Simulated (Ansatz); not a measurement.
# C₄H₇FO: up Jacob's ladder to CCSD(T)

How much do the methods differ for C₄H₇FO? The plan is to run it at one geometry with functionals of several rungs and with coupled cluster, and see how far each lands from CCSD(T) at the basis-set limit for the atomisation energy.

Program: Ansatz 0.2.0, Gaussian basis. Level of theory: functionals in def2-TZVPP, the program's frozen cores in correlated methods. These are calculated values, not measurements.

The runs, in order: PBE-D4, r2SCAN-D4, PBE0-D4, B3LYP-D4, ωB97X-V, ωB97M-V, B2PLYP; CCSD(T)/def2-TZVPP; MP2/def2-QZVPP; extrapolation to the limit.

## 1. The relaxed structure

An earlier PBE0-D4 in a triple-zeta def2 set relaxation fixed the geometry.

SMILES `CO/C(C)=C\F`, 13 atoms, charge 0, spin multiplicity 1.

Atoms are counted from 1 here; the program's logs count them from 0.

Bond lengths: C1–O2 1.416 Å, C1–H7 1.089 Å, C1–H8 1.092 Å, C1–H9 1.092 Å, O2–C3 1.348 Å, C3–C4 1.490 Å, C3–C5 1.333 Å, C4–H10 1.089 Å, C4–H11 1.093 Å, C4–H12 1.093 Å, C5–F6 1.349 Å, C5–H13 1.080 Å. Angles: O2–C1–H7 105.7°, O2–C1–H8 111.4°, O2–C1–H9 111.4°, H7–C1–H8 109.5°, H7–C1–H9 109.5°, H8–C1–H9 109.3°, C1–O2–C3 119.9°, O2–C3–C4 111.0°, O2–C3–C5 129.1°, C4–C3–C5 119.9°, C3–C4–H10 111.3°, C3–C4–H11 110.1°, C3–C4–H12 110.1°, H10–C4–H11 108.8°, H10–C4–H12 108.8°, H11–C4–H12 107.6°, C3–C5–F6 125.2°, C3–C5–H13 121.9° and more.

## 2. PBE-D4 (GGA)

Contents of in.yaml:

```yaml
crystal:
  periodic: [false, false, false]
  atoms:
    - {symbol: C, position_ang: [-0.982214, -0.988999, 1.387490]}
    - {symbol: O, position_ang: [0.045175, -0.958498, 0.414045]}
    - {symbol: C, position_ang: [0.250451, 0.158926, -0.311385]}
    - {symbol: C, position_ang: [1.386278, -0.020162, -1.258437]}
    - {symbol: C, position_ang: [-0.406646, 1.317873, -0.273717]}
    - {symbol: F, position_ang: [-1.448573, 1.593967, 0.536733]}
    - {symbol: H, position_ang: [-0.935895, -1.981802, 1.832853]}
    - {symbol: H, position_ang: [-1.964398, -0.836946, 0.935108]}
    - {symbol: H, position_ang: [-0.820586, -0.234108, 2.159941]}
    - {symbol: H, position_ang: [1.554957, 0.879514, -1.848983]}
    - {symbol: H, position_ang: [1.182543, -0.853340, -1.936061]}
    - {symbol: H, position_ang: [2.300524, -0.257536, -0.708306]}
    - {symbol: H, position_ang: [-0.141217, 2.146512, -0.914281]}
basis:
  gaussian: {orbitals: def2-TZVPP}
hamiltonian: {xc: pbe, dispersion: d4}
output: {forces: true, orbitals: {seedname: orbitals}}
```

On the command line:

```console
> ansatz run in.yaml --threads 4 --pin off --events-out ev --progress --plain --max-ram 10444MiB
```

Further steps of the session: r2SCAN-D4 (meta-GGA); PBE0-D4 (hybrid); B3LYP-D4 (hybrid); ωB97X-V (range-separated); ωB97M-V (range-separated); B2PLYP (double hybrid); CCSD(T) in def2-TZVPP; MP2 in def2-QZVPP.

Before running them: what should the planned runs give, taken together? Wanted: atomisation energy, CCSD(T)/CBS; farthest; mean size of error, hybrid; mean size of error, range-separated; gap, smallest and largest; T1 diagnostic; triples share of the correlation energy.

The runs gave:

| quantity | value |
| --- | --- |
| atomisation energy, CCSD(T)/CBS | 5243.6 kJ/mol |
| functionals within 26.2 kJ/mol (0.5 %) | B3LYP-D4, ωB97X-V, ωB97M-V |
| farthest | PBE-D4 (+167.9 kJ/mol) |
| mean size of error, hybrid | 27.5 kJ/mol |
| mean size of error, range-separated | 16.6 kJ/mol |
| gap, smallest and largest | 5.21 eV (PBE-D4), 11.97 eV (ωB97X-V) |
| T1 diagnostic | 0.0120 |
| triples share of the correlation energy | 3.8 % |

In words: PBE-D4 misses by +167.9 kJ/mol. Double hybrids carry the basis error of their MP2 part in triple zeta, and no dispersion term here, so their miss is partly the set-up's. The reference freezes the cores and leaves out relativity and excitations past (T), so misses under about 26.2 kJ/mol can't be ranked. Hartree-Fock recovers 72 % of the binding; the rest is correlation. Orbital gaps span 5.2 to 12.0 eV; exact exchange widens them.
